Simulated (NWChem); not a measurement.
# C2H2FN (SMILES N#CCF) at 3 levels

Wanted: a comparison of 3 runs (HF/def2-SVP, SVWN5/6-311+G**, PBE0/def2-SVP) of C2H2FN. 

The calculation is run with NWChem 7.3.0.

### 1 The structure to begin with

C2H2FN: 6 atoms, total charge 0, spin state singlet. As SMILES, `N#CCF`. The shape is that of a PBE0-D4/def2-TZVP optimisation.

Bond lengths: N1–C2 1.148 Å, C2–C3 1.461 Å, C3–F4 1.369 Å, C3–H5 1.094 Å, C3–H6 1.094 Å. Angles: N1–C2–C3 178.6°, C2–C3–F4 110.8°, C2–C3–H5 109.3°, C2–C3–H6 109.3°, F4–C3–H5 109.1°, F4–C3–H6 109.1°, H5–C3–H6 109.3°.

### 2 Energy and forces at HF/def2-SVP (run 1)

Contents of work.nw:

```
start work
title "C2H2FN gradient"
memory 2200 mb
geometry units angstrom noautosym nocenter noautoz
  N     -1.529900    -1.437900     0.378100
  C     -0.705300    -0.665400     0.173900
  C      0.326600     0.340600    -0.065100
  F      1.299700    -0.150000    -0.893200
  H      0.778700     0.627700     0.888400
  H     -0.127700     1.220900    -0.528300
end
basis spherical bse
  * library def2-SVP
end
scf
  thresh 1e-08
  maxiter 80
  print medium
end
task scf gradient
```

Launch:

```bash
$ nwchem work.nw > work.out
```

The log of the run:

```text
[...]
  functions       =    66
[...]
  wavefunction    = RHF
[...]
         Total SCF energy =   -230.578472360286
      One-electron energy =   -514.533079191240
      Two-electron energy =    183.736641442583
 Nuclear repulsion energy =    100.217965388371
        Time for solution =      2.8s
[...]
                         RHF ENERGY GRADIENTS
    atom               coordinates                        gradient
                 x          y          z           x          y          z
   1 N      -2.891092  -2.717237   0.714505   -0.033581  -0.031478   0.008310
   2 C      -1.332824  -1.257424   0.328623    0.039632   0.038499  -0.009242
   3 C       0.617185   0.643641  -0.123021   -0.019110  -0.006249   0.009585
   4 F       2.456077  -0.283459  -1.687903    0.013733  -0.006155  -0.011372
   5 H       1.471530   1.186181   1.678833    0.001365   0.001585   0.004033
   6 H      -0.241318   2.307166  -0.998342   -0.002040   0.003798  -0.001313
[...]
```

Run time: 4.2 s. Hardware: 1 thread of Intel Xeon 6975P-C (Granite Rapids), shared host; peak memory 0.1 GiB.

### 3 Energy and forces at SVWN5/6-311+G(d,p) (run 2)

Contents of c2h2fn.xyz:

```xyz
6

N     -1.529900    -1.437900     0.378100
C     -0.705300    -0.665400     0.173900
C      0.326600     0.340600    -0.065100
F      1.299700    -0.150000    -0.893200
H      0.778700     0.627700     0.888400
H     -0.127700     1.220900    -0.528300
```

Contents of c2h2fn.nw:

```
start c2h2fn
memory total 2200 mb

geometry units angstroms noautosym nocenter noautoz
  load format xyz c2h2fn.xyz
end

basis spherical bse
  * library 6-311+G**
end

dft
  xc slater vwn_5
  grid fine
  convergence energy 1e-08
  maxiter 100
  mulliken
  print low
end

task dft gradient
```

Launch:

```bash
$ nwchem c2h2fn.nw > c2h2fn.out
```

The log of the run:

```text
[...]
 d= 0,ls=0.0,diis     1   -230.0958526714 -3.30D+02  2.22D-02  2.42D+00     1.0
[...]
 d= 0,ls=0.0,diis    12   -230.2542604850 -8.07D-09  2.19D-07  1.50D-09     8.9
         Total DFT energy =     -230.254260484964
      One electron energy =     -515.011261912594
           Coulomb energy =      211.555280785633
    Exchange-Corr. energy =      -27.016244746374
 Nuclear repulsion energy =      100.217965388371
[...]
                         DFT ENERGY GRADIENTS
    atom               coordinates                        gradient
                 x          y          z           x          y          z
   1 N      -2.891092  -2.717237   0.714505    0.015262   0.014529  -0.003681
   2 C      -1.332824  -1.257424   0.328623   -0.020402  -0.019999   0.004679
   3 C       0.617185   0.643641  -0.123021    0.006854   0.013209   0.001121
   4 F       2.456077  -0.283459  -1.687903   -0.002065   0.000944   0.001711
   5 H       1.471530   1.186181   1.678833   -0.002988  -0.002264  -0.006850
   6 H      -0.241318   2.307166  -0.998342    0.003339  -0.006420   0.003020
 Task  times  cpu:       12.4s     wall:       12.4s
 Total times  cpu:       12.4s     wall:       12.4s
```

Run time: 13 s. Hardware: 1 thread of Intel Xeon 6975P-C (Granite Rapids), shared host; peak memory 0.11 GiB.

### 4 Energy and forces at PBE0/def2-SVP (run 3)

Contents of run.py:

```python
from ase import Atoms
from ase.calculators.nwchem import NWChem

mol = Atoms('NCCFHH', positions=[
    [-1.529900, -1.437900, 0.378100],
    [-0.705300, -0.665400, 0.173900],
    [0.326600, 0.340600, -0.065100],
    [1.299700, -0.150000, -0.893200],
    [0.778700, 0.627700, 0.888400],
    [-0.127700, 1.220900, -0.528300],
])

calc = NWChem(
    label='calc',
    theory='dft',
    memory='2200 mb',
    basis='def2-SVP',
    basispar='spherical bse',
    dft={'xc': 'pbe0', 'mult': '1', 'grid': 'xfine', 'convergence': 'energy 1e-08', 'iterations': '100', 'mulliken': None},
)
mol.calc = calc

forces = mol.get_forces()
print(f"energy = {mol.get_potential_energy():.6f} eV")
print("forces (eV/A):")
for s, f in zip(mol.symbols, forces):
    print(f"{s:2s} {f[0]:10.5f} {f[1]:10.5f} {f[2]:10.5f}")
print("dipole (e A):", mol.get_dipole_moment().round(4))
```

Launch:

```bash
$ export ASE_NWCHEM_COMMAND="nwchem PREFIX.nwi > PREFIX.nwo"
$ python run.py
```

The log of the run:

```text
energy = -6300.560762 eV
forces (eV/A):
N    -0.70387   -0.70268    0.15607
C     0.55011    0.64787   -0.08063
C     0.39538   -0.39909   -0.41878
F    -0.15308    0.08901    0.13555
H     0.07430    0.10444    0.28863
H    -0.16280    0.26045   -0.08089
dipole (e A): [0.2375 0.5979 0.0984]
```

The calculator wrote calc.nwi:

```
title "calc"

permanent_dir calc

scratch_dir calc

start calc

geometry units angstrom nocenter noautosym noautoz
  N  -1.5299000000000000e+00 -1.4379000000000000e+00 3.7809999999999999e-01
  C  -7.0530000000000004e-01 -6.6539999999999999e-01 1.7390000000000000e-01
  C  3.2660000000000000e-01 3.4060000000000001e-01 -6.5100000000000005e-02
  F  1.2997000000000001e+00 -1.4999999999999999e-01 -8.9319999999999999e-01
  H  7.7869999999999995e-01 6.2770000000000004e-01 8.8839999999999997e-01
  H  -1.2770000000000001e-01 1.2209000000000001e+00 -5.2829999999999999e-01
end

memory 2200 mb

basis spherical bse noprint
   * library def2-SVP
end

dft
  xc pbe0
  mult 1
  grid xfine
  convergence energy 1e-08
  iterations 100
  mulliken
end

task dft gradient
```

calc.nwo:

```text
Northwest Computational Chemistry Package (NWChem) 7.3.0
             --------------------------------------------------------

           Job information
           ---------------

    nwchem branch   = 7.3.0
    use scalapack   = T
    input           = calc.nwi
    prefix          = calc.
    data base       = calc/calc.db
    status          = startup
    nproc           =        1

           Memory information
           ------------------

[... 5 lines left out ...]
    hardfail = no
[... 103 lines left out ...]
  convergence criterion.
[... 42 lines left out ...]
          Spatial weights used:  Erf1
[... 32 lines left out ...]
 1-e energy   =    -513.038973
[... 45 lines left out ...]
           Coulomb energy =      211.866944842427
[... 537 lines left out ...]
          Convergence on density requested:  1.00D-05
[... 28 lines left out ...]
          total energy or number of iterations.
[... 37 lines left out ...]
                 ----------------------------------------
                 |  Time  |  1-e(secs)   |  2-e(secs)   |
                 ----------------------------------------
                 |  CPU   |       0.00   |       0.70   |
                 ----------------------------------------
                 |  WALL  |       0.00   |       0.70   |
                 ----------------------------------------

 Task  times  cpu:       13.7s     wall:       13.7s
 Total times  cpu:       13.7s     wall:       13.7s
```

Wall time 15 s (1 thread of Intel Xeon 6975P-C (Granite Rapids), shared host); peak memory 0.13 GiB.

### 5 Overview of the runs

| run | level | iteration cap | module | energy (Eh) | dipole moment (D) | HOMO energy (eV) | LUMO energy (eV) | wall time |
| --- | --- | --- | --- | --- | --- | --- | --- | --- |
| 1 | HF/def2-SVP | 80 | scf | -230.578472 | 3.41 | -13.24 | 3.93 | 4.2 s |
| 2 | SVWN5/6-311+G** | 100 | dft | -230.254260 | – | – | – | 13 s |
| 3 | PBE0/def2-SVP | 100 | dft | -231.541339 | 3.13 | -9.81 | -0.23 | 15 s |

### 6 Outcome

| quantity | value |
| --- | --- |
| run 3: total energy | -231.54134 Eh |
| run 3: dipole moment | 3.13 D |
| run 3: HOMO energy | -9.81 eV |
| run 3: LUMO energy | -0.23 eV |
| run 3: HOMO–LUMO gap | 9.58 eV |
| run 3: largest force on an atom | 1.007 eV/Å |

What this shows: Totals of different functionals can't be ranked against each other. All runs together took 32 s, the longest 15 s.
